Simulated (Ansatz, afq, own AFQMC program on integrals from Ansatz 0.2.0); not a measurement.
# Where AFQMC and coupled cluster stand for AlSO, doublet

```xyz
3

Al    0.0000    0.0000    1.8078
O     0.0000    0.0000   -0.1052
S     0.0000    0.0000   -1.7026
```

Connectivity, by distances: Al–O–S.

Basis cc-pVDZ. Only valence electrons are correlated. Integrals, coupled cluster, full CI and functionals: Ansatz 0.2.0; the random walks run on the same integrals in our own AFQMC program. The CISD trial takes its coefficients from CCSD amplitudes. Released means that phaseless walkers are propagated on without the constraint, phases kept. ± is one standard error of the sampling.

Determinant: UHF, the one that the program's search chose, which needn't be the lowest solution. The geometry is a point of a scan.

No full CI on the walks' own integrals is used here; CCSDT(Q) serves as the reference and is uncertain by about the last step of the cluster series.

- T1 diagnostic: 0.0279
- weight of the determinant in the CISD state: 0.830
- ⟨S²⟩ of the determinant: 0.762
- size of the correlated space: 15 electrons in 39 orbitals

Reference: CCSDT(Q), correlation energy -10.206 eV. The released energy is read at 1.62 1/Eh, later times being too noisy (meV from the phaseless value at times in 1/Eh: -19 ± 26 at 0.24, 7 ± 27 at 0.51, -49 ± 33 at 0.99, -29 ± 45 at 1.62, 9 ± 59 at 2.40).

```csv
level,E − E(reference) (kJ/mol),share of correlation (%)
HF,984.8,0.00
MP2,106.0,89.23
CCSD,34.7,96.47
CCSD(T),6.2,99.38
CCSDT,3.7,99.62
ph-AFQMC/CISD,2.7 ± 2.4,99.72
released AFQMC,-0.1 ± 4.3,100.01
```

A walk keeps the symmetry of its determinant, which the program's search chose and which needn't be the lowest solution, so a lower state of the same spin and another symmetry isn't excluded. Released energies are given only where the last usable release times agree within the noise; a slower fall can still hide under it.
